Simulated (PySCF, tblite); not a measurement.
# HF2−, a complex of two parts: NMR shifts, interaction energy, infrared bands, spin-spin couplings, core binding energies and electronic excitations

One table from this session's results is given with a row withheld; the runs are named, their logs left out.

Computed with tblite 0.8.0 and PySCF 2.14.0; each step states its level. No surroundings beyond the atoms listed, unless a continuum is named. Atoms count from 0, parts from 1.

### The system as given

3 atoms, charge -1, multiplicity 1; geometry: rigid parts in contact. Parts: 1 = atoms 0–1, `F`, charge 0; 2 = atom 2, `[F-]`, charge -1.

The first run:

What the job is given:

```
{"job": {"kind": "dock", "xc": "GFN2-xTB", "basis": "xTB"}, "charge": -1, "multiplicity": 1, "parts": [{"atoms": "0-1", "charge": 0, "multiplicity": 1}, {"atoms": "2-2", "charge": -1, "multiplicity": 1}]}
F      0.466082     0.011066    -0.004194
H     -0.466082    -0.011066     0.004194
F     -1.954775    -0.989158    -0.734185
```

Method: GFN2-xTB search for minima from random contacts, gas phase.

On the command line:

```
OMP_NUM_THREADS=1 python cluster_run.py task.json out
```

The driver reads the jobs from task.json and runs them one after another.

Among the steps run: Search for minima with GFN2-xTB; Geometry optimisation at PBE0-D3(BJ)/def2-TZVPD; Shielding tensors: PBE0/aug-pcSseg-3; Coupled-cluster interaction energy: CCSD(T) and MP2.

One of the session's tables, all rows but one given; the rest of the session is left out.

It belongs to the step «Coupled-cluster interaction energy: CCSD(T) and MP2». 

| method | interaction energy (kcal/mol) |
| --- | --- |
| HF/aug-cc-pVDZ | -67.44 |
| MP2/aug-cc-pVDZ | -60.62 |
| CCSD/aug-cc-pVDZ | -61.15 |
| CCSD(T)/aug-cc-pVDZ | ? |
| HF/aug-cc-pVQZ | -69.15 |
| MP2/aug-cc-pVQZ | -64.41 |
| SCS-MP2/aug-cc-pVQZ | -63.19 |
| MP2, extrapolated | -64.91 |
| CCSD(T), limit estimate | -64.88 |

Estimate the missing values for CCSD(T)/aug-cc-pVDZ.

The run gave: interaction energy (kcal/mol): -60.59. In the column «interaction energy (kcal/mol)» it is the highest.

At this geometry H1 is shared between F0 (1.14 Å) and F2 (1.14 Å): a proton midway between two like halves, so the energy is that of cutting one side of this bridge, whichever half it is counted to.

Caveats from the session: The interaction energy leaves out the deformation of the parts, 21.26 kcal/mol at MP2. So large a deformation means that a part is far from its own minimum, so a sum across the two methods would be rough.
